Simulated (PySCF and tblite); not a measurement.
The numbers below are computed, except where a source is named.
C₄H₈O, numbered as in [CH3:1][CH2:2][C@@H:3]1[CH2:4][O:5]1.

Free energies: TPSS-D3(BJ)/def2-TZVP (IEF-PCM, dichloromethane) on GFN2-xTB structures plus GFN2-xTB thermal terms, symmetry and mirror images included. Conformers within 2.5 kcal/mol (GFN2-xTB free energy) were kept, 4 at most. GIAO shieldings: PBE0/pcSseg-1 (IEF-PCM, dichloromethane). Shifts are against TMS (¹H), TMS (¹³C) at the same level; of two unlike H on one atom, a is the less shielded. Codes: tblite and PySCF.

Task: Predict the averaged NMR shifts at 298.15 K.

Result: ¹H: 2.73 (H3, 1H), 2.65 (H4a, 1H), 2.35 (H4b, 1H), 1.61 (H2a, 1H), 1.47 (H2b, 1H), 1.08 (H1, 3H) ppm. ¹³C: 52.3 (C3), 44.3 (C4), 30.9 (C2), 12.4 (C1) ppm.

Task: How do the conformers differ?

Result: Torsions listed: C1–C2–C3–O5.
```csv
conformer,shape,weight %
1,-156°,45.8
2,83°,41.9
3,-40°,12.3
```

```tsv
signal	1	2	3	average
H1	1.07	1.20	0.72	1.08
H2a	2.21	0.89	1.87	1.61
H2b	0.80	2.02	2.09	1.47
H3	2.75	2.63	3.01	2.73
H4a	2.65	2.68	2.52	2.65
H4b	2.30	2.36	2.53	2.35
C1	12.2	14.3	6.4	12.4
C2	31.1	32.0	26.1	30.9
C3	52.8	52.4	50.3	52.3
C4	44.9	44.8	40.2	44.3
```

Task: Which signal moves most, for its nucleus, between 250 and 350 K through the change of populations alone?

Result: H2b: 1.45 ppm at 250 K, 1.47 ppm at 298.15 K, 1.48 ppm at 350 K.

Shifts are unscaled: against experiment ¹³C can be off by 15 ppm or more and ¹H by 0.8 ppm.
